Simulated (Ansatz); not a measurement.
The input, for Ansatz 0.2.0:

```yaml
crystal:
  periodic: [false, false, false]
  atoms:
    - {symbol: N, position_ang: [0.000000, 0.000000, 0.991570]}
    - {symbol: Ga, position_ang: [0.000000, 0.000000, -4.141431]}
    - {symbol: H, position_ang: [0.000000, 0.825767, 1.574930]}
    - {symbol: H, position_ang: [0.000000, -0.825767, 1.574930]}
basis:
  gaussian: {orbitals: cc-pVDZ}
magnetization: {spin_polarized: true, initial_magnetization: 0}
correlation: {method: ccsdt_q, electrons: outside_noble_gas}
```

```sh
$ ansatz run in.yaml --threads 1 --pin off --events-out ev --progress --plain --max-ram 4096MiB --backend cpu
```

The program prints:

```
926 factors; integrals over basis functions are off by at most 2.0e-7 eV
mean field evaluation 1: about -53835.7903 eV, gradient 3.1e1 eV
mean field evaluation 2: about -53835.8163 eV, gradient 3.0e1 eV
mean field evaluation 4: about -53837.5490 eV, gradient 2.1e1 eV
mean field evaluation 8: about -53840.1786 eV, gradient 6.2e0 eV
mean field evaluation 16: about -53840.4918 eV, gradient 3.6e-2 eV
mean field evaluation 32: about -53844.1970 eV, gradient 7.7e0 eV
mean field evaluation 64: about -53844.7842 eV, gradient 9.7e-3 eV
mean field evaluation 96: about -53844.7839 eV, gradient 5.5e-5 eV
mean field evaluation 128: about -53840.2658 eV, gradient 4.9e0 eV
mean field evaluation 160: about -53844.7852 eV, gradient 1.4e-1 eV
...
mean field -53844.78541816 eV, -1978.7593668109 hartree, gradient 1.4e-6 eV, S^2 1.017601; 23 other end points of the search recorded, 0 dependent functions left out
determinant -53844.78541816 eV, -1978.7593668109 hartree, with singles and doubles -53850.37259219 eV, -1978.9646916693 hartree
determinant -53844.78388794 eV, -1978.7593105763 hartree, with singles and doubles -53850.37120841 eV, -1978.9646408164 hartree
determinant -53844.71606923 eV, -1978.7568182848 hartree, with singles and doubles -53850.30954202 eV, -1978.9623746184 hartree
determinant -53842.77445398 eV, -1978.6854652405 hartree, with singles and doubles -53848.37598523 eV, -1978.8913177172 hartree
determinant -53842.76979422 eV, -1978.6852939975 hartree, with singles and doubles -53848.37162977 eV, -1978.8911576568 hartree
determinant -53842.75863444 eV, -1978.6848838831 hartree, with singles and doubles -53848.36826396 eV, -1978.8910339656 hartree
determinant -53840.49179945 eV, -1978.6015792335 hartree, with singles and doubles -53848.58144366 eV, -1978.8988681752 hartree
determinant -53844.78541816 eV, -1978.7593668109 hartree, with singles and doubles -53850.37269468 eV, -1978.9646954359 hartree
determinant -53844.78388794 eV, -1978.7593105763 hartree, with singles and doubles -53850.37131263 eV, -1978.9646446465 hartree
determinant -53844.71606923 eV, -1978.7568182848 hartree, with singles and doubles -53850.30962714 eV, -1978.9623777465 hartree
15 core orbitals not correlated: weight in the atoms' cores, before any rotation towards them, 1.000 or more for the frozen orbitals, at most 0.000 for the correlated occupied ones
reference -53844.78541816 eV, -1978.7593668109 hartree; 5, 5 occupied and 31, 31 virtual orbitals, 926 factors
second order -4.66934469 eV of doubles, -0.00000000 eV of singles
...
cycle  14  -5.68489708 eV  change   -6.1e-6 eV  update   2.4e-5
cycle  15  -5.68489947 eV  change   -2.4e-6 eV  update   1.6e-5
cycle  16  -5.68490028 eV  change   -8.1e-7 eV  update   1.1e-5
cycle  17  -5.68490032 eV  change   -4.3e-8 eV  update   3.4e-6
cycle  18  -5.68490034 eV  change   -2.4e-8 eV  update   1.5e-6
cycle  19  -5.68490028 eV  change    6.7e-8 eV  update   1.4e-6
cycle  20  -5.68490023 eV  change    4.7e-8 eV  update   1.4e-6
cycle  21  -5.68490021 eV  change    2.0e-8 eV  update   1.4e-6
cycle  22  -5.68490017 eV  change    4.3e-8 eV  update   1.3e-6
cycle  23  -5.68490013 eV  change    3.6e-8 eV  update   1.2e-6
perturbative correction -0.00576425 eV, -0.0002118321 hartree
Total energy: -53850.47608254 eV, -1978.9684948695 hartree
```

The determinant's ⟨S²⟩ is 1.02 against 0.00 for a pure state.

Ran on 1 thread of AMD EPYC 7R13, shared host: 29 s wall, 0.25 GiB peak host memory.
